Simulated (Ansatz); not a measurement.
## C2F3 (trifluorovinyl radical): methods side by side

C2F3: 5 atoms, total charge 0, spin state doublet. As SMILES, `F[C]=C(F)F`. Geometry: optimised at B3LYP/def2-SVP.

Each level gives the adiabatic electron affinity (to the singlet anion, shapes relaxed at B3LYP/def2-SVP, no zero-point term) (eV). The values are calculated.

The electron affinity is E(neutral) − E(anion): positive where the electron is bound.

```
            level                 kind  program  value (eV)
     UHF/def2-SVP         Hartree–Fock   Ansatz        0.59
  USVWN5/def2-SVP                  LDA   Ansatz        1.49
    UPBE/def2-SVP                  GGA   Ansatz        1.43
U-r2SCAN/def2-SVP             meta-GGA   Ansatz        1.50
  UB3LYP/def2-SVP        global hybrid   Ansatz        1.64
UPBE0-D4/def2-SVP        global hybrid   Ansatz        1.54
 RPA@PBE/def2-SVP                  RPA   Ansatz        1.71
    UMP2/def2-SVP  perturbation theory   Ansatz        1.72
```

The values span 0.59 to 1.72 eV. Spin contamination of the reference (⟨S²⟩ at least 0.1 too high) touches UHF/def2-SVP, UMP2/def2-SVP.
